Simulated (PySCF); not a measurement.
Gas-phase reaction: 2 BH₂ + 2 C₄H₁₀ (n-butane) = 2 B(CH₃)₃ + C₂H₆

Computed with PySCF and rigid-rotor harmonic-oscillator thermochemistry at 1 bar. S°(298 K) at PBE0/def2-TZVP differs from the NASA 1993 table for BH₂ (+14 J/mol/K), C₄H₁₀ (n-butane) (-9 J/mol/K); whether the harmonic model or the table's entry is off was not settled. † marks an energy on the PBE0/def2-TZVP geometry and frequencies; other levels use their own. MP2 freezes the core. Open shells (unrestricted): BH₂ (multiplicity 2); the rest are closed-shell singlets. Methyl groups turn as free rotors in B(CH₃)₃. MP2 isn't extrapolated to the basis-set limit; its ΔH°(298 K) is -676.6 kJ in def2-SVP and -699.7 kJ in def2-TZVPP. The harmonic model lacks anharmonicity and excited electronic states, which grow with temperature; levels with a mode under 35 cm⁻¹ are left out. Internal rotation in C₄H₁₀ (n-butane), C₂H₆ is treated as a harmonic vibration of one conformer, which makes the entropy rough.

| level | ΔE electronic, kJ | ΔH°(298 K), kJ | ΔS°(298 K), J/K | ΔG°(1600 K), kJ |
|---|---|---|---|---|
| BLYP/def2-TZVP† | -711 | -701 | -126 | -482 |
| HF/def2-TZVP† | -578 | -568 | -126 | -349 |
| M06-2X/def2-TZVP† | -711 | -701 | -126 | -483 |
| MP2/def2-SVP† | -686 | -677 | -126 | -458 |
| MP2/def2-TZVPP† | -710 | -700 | -126 | -481 |
| PBE/def2-SVP | -729 | -720 | -125 | -505 |
| PBE/def2-TZVP† | -732 | -722 | -126 | -503 |
| PBE0/def2-SVP† | -723 | -713 | -126 | -495 |
| PBE0/def2-TZVP | -721 | -712 | -126 | -493 |
| ωB97M-V/def2-TZVP† | -741 | -731 | -126 | -512 |
ΔH° is lowest at ωB97M-V/def2-TZVP† and highest at HF/def2-TZVP†. No reference value is set beside these.
